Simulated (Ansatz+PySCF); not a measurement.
# doublet O₂F: levels of theory in one basis

```xyz
3

F     0.0000    0.2003   -1.2919
O     0.0000   -0.5093    0.2155
O     0.0000    0.3090    1.0765
```

Basis set: cc-pVTZ (spherical functions). Left uncorrelated: 3 orbitals. Correlation on ROHF uses semicanonical orbitals with singles. Charge 0, multiplicity 2.

Computed with Ansatz (development build ahead of 0.2.0) and PySCF 2.14.0; each method stands on the lowest determinant of its kind that the runs found.

```json
{"method": "ROHF", "E − E(ROHF) (eV)": "0.00", "<S²> of the determinant": "0.75"}
{"method": "UHF", "E − E(ROHF) (eV)": "-1.92", "<S²> of the determinant": "1.57"}
{"method": "ROHF-MP2", "E − E(ROHF) (eV)": "-20.41", "<S²> of the determinant": "–"}
{"method": "UHF-MP2", "E − E(ROHF) (eV)": "-19.59", "<S²> of the determinant": "1.57"}
{"method": "UHF-CCSD", "E − E(ROHF) (eV)": "-20.51", "<S²> of the determinant": "1.57"}
{"method": "UHF-CCSD(T)", "E − E(ROHF) (eV)": "-21.36", "<S²> of the determinant": "1.57"}
```

What does ROHF-CCSD(T) give on the same scale?

-21.55 eV.

The restricted and unrestricted rows may stand on different electronic states: another unrestricted solution lies nearer the restricted one.

Caution for ROHF, ROHF-MP2, ROHF-CCSD(T): an unrestricted determinant lies well below. Caution for UHF, UHF-MP2, UHF-CCSD, UHF-CCSD(T): the unrestricted determinant is a mixture of spin states. Caution for ROHF-MP2, ROHF-CCSD(T): large amplitudes, a single reference is doubtful. Caution for ROHF-MP2, UHF-MP2: forces differ strongly between restricted and unrestricted references. Caution for UHF-MP2, UHF-CCSD(T): another reference gives a lower total.
